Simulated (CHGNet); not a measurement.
## bcc Na

Computed with the machine-learned potential CHGNet-r²SCAN (trained on r²SCAN data).

Cell (relaxed at this level):

```cif
data_Na2
_chemical_formula_sum 'Na2'
_space_group_name_H-M_alt 'Im-3m'
_space_group_IT_number 229
_space_group_name_Hall '-I 4 2 3'
_cell_length_a 4.26000
_cell_length_b 4.26000
_cell_length_c 4.26000
_cell_angle_alpha 90.000
_cell_angle_beta 90.000
_cell_angle_gamma 90.000
loop_
_atom_site_label
_atom_site_type_symbol
_atom_site_symmetry_multiplicity
_atom_site_Wyckoff_symbol
_atom_site_fract_x
_atom_site_fract_y
_atom_site_fract_z
_atom_site_occupancy
Na1 Na 2 a 0.00000 0.00000 0.00000 1
```
(The calculation used a cell of 1 atom; values per cell refer to that cell.)

```
Item                        Value
------------------------  -------
vacancy formation energy  0.28 eV
```

Measured, for comparison: vacancy formation energy 0.36 eV (not corrected to a static lattice, monovacancy; as tabulated in Riffe and Christensen (2024), arXiv:2406.09527). Computed (rounded) less measured: vacancy formation energy -0.080 eV.

A machine-learned potential is trained on density-functional data: it inherits that level's misses and adds fitting errors of its own.
